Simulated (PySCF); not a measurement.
**Heteronuclear NMR**

Numbering as in the mapped SMILES `[CH2:1]=[CH:2][C:3]#[N:4]` (H(Xn): hydrogen on atom n). Ha(C1) is cis to C3; Hb(C1) is trans to C3.

No solvent model, non-relativistic Hamiltonian, one conformer. GFN2-xTB geometry; J couplings at B3LYP/pcJ-1; PBE0/pcSseg-1 with gauge-including orbitals; PySCF.

Q: Where does ¹⁵N resonate?

A: 
```csv
atoms,environment,σ (ppm),δ (ppm)
N4,nitrile nitrogen,-53.5,-98.8
```

Shieldings were converted by a linear fit to measured shifts: ¹⁵N (scatter 6.3 ppm rms vs CH3NO2, solution or neat liquid). A few per cent of atoms miss by over 2 rms, more outside the fitted compound classes. Couplings are scaled by factors fitted to measured values: ²J(H,H) × 0.95 (rms 1.3 Hz), ³J(H,H) × 0.92 (rms 0.5 Hz); all others are unscaled and can be 10–30 % off.

Couplings (the largest are listed; each averaged over equivalent pairs): ¹J(C3,N4) = -22.7 Hz, ²J(C2,N4) = 3.6 Hz, ³J(C1,N4) = -2.0 Hz, ³J(N4,H(C2)) = -1.7 Hz. Signs are for ¹⁵N, whose magnetogyric ratio is negative.

On a 500 MHz spectrometer ¹⁵N resonates near 50.7 MHz, so 1 ppm is 50.7 Hz.
